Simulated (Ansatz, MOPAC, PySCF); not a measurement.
System: pyrrole, C$_{4}$H$_{5}$N, charge 0, multiplicity 1. SMILES: c1[nH]ccc1
Geometry: optimised at B3LYP-D3(BJ)/def2-TZVP (Ansatz, an electronic-structure program).

Property: size of the dipole moment, in D. Terms: 6-311+G** with 5d; dispersion terms only where a functional's name holds one; non-relativistic; six Cartesian d functions in 6-31G* and its kin unless marked 5d; spin-orbit terms left out; LANL2DZ all-electron up to Ne; PM7 with its own dispersion and hydrogen-bond terms. Ab initio and DFT rows: single points at B3LYP-D3(BJ) geometries (Ansatz). Semi-empirical rows: dipoles at the shared geometry.

Measured values: NIST CCCBDB, as tabulated in the package chemicals; dipoles are vibrational averages. 

Value to compare with, the measured value: 1.84 D.

```
level             program  size of the dipole moment (D)  error
----------------  -------  -----------------------------  -----
PM7                 MOPAC                           2.33   0.49
PBE/3-21G          Ansatz                           2.07   0.23
PBE/LANL2DZ        Ansatz                           2.05   0.21
PBE/6-31G*         Ansatz                           1.94   0.10
BLYP/6-31G*        Ansatz                           1.92   0.08
BP86/6-31G* (5d)    PySCF                           1.94   0.10
B3LYP/3-21G        Ansatz                           2.04   0.20
B3LYP/6-31G        Ansatz                           1.94   0.10
B3LYP/6-31G*       Ansatz                           1.91   0.07
PBE0/6-311+G**     Ansatz                           1.91   0.07
```

Among the 10 habitual levels, PM7 lies farthest from the measured value (0.49 D); 10 of 10 lie above it, and their mean absolute error is 0.17 D, the median 0.10. One case shows no general order.

The levels are drawn from those run, B3LYP/6-31G* more often than the rest, none by its result; runs whose electronic state is in doubt are left out.
